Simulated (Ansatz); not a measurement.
Reaction (hydrogenolysis of a C–O bond): `C#CCOC=C` + H₂ → ethylene + `C#CCO`

Calculated with Ansatz (gas phase, PBE0-D4/def2-TZVP geometries, no zero-point term in ΔE). CCSD(T)/CBS is the MP2 limit (def2-TZVPP, def2-QZVPP) plus CCSD(T) − MP2 in def2-TZVPP, frozen cores. This one scheme is used for every species. Each species was taken in one conformer, which may not be the lowest.

```
       level  ΔE (kcal/mol)
MP2/def2-SVP          -13.4
HF/CBS(def2)          -21.2
```

(1) What does CCSD(T)/CBS give? (Estimate.)

(2) What do rigid-rotor, harmonic-oscillator terms from PBE0-D4/def2-TZVP frequencies (298.15 K, 1 bar) make of the CCSD(T)/CBS value? (Best estimate.)

Largest T1 diagnostic among the species: 0.013.

Results:

(1) The calculation gave: -16.3 kcal/mol. The listed levels differ from it by 2.9, -4.9 kcal/mol.

(2) Ansatz gave: ΔZPE = +4.8 kcal/mol, ΔH = -12.2 kcal/mol, ΔS = 43 J/(mol·K), ΔG = -15.3 kcal/mol.

From r2SCAN to r2SCAN0 (25 % exact exchange), in def2-TZVPP and without D4, ΔE moves by −1.6 kcal/mol. The D4 term adds +2.3 kcal/mol with B3LYP and +1.3 kcal/mol with PBE0; it sums over pairs of atoms, weighted by their polarisabilities, and B3LYP, whose exchange is more repulsive, gets the larger term.

B3LYP here is the variant with VWN-RPA as its local correlation; programs differ in this.
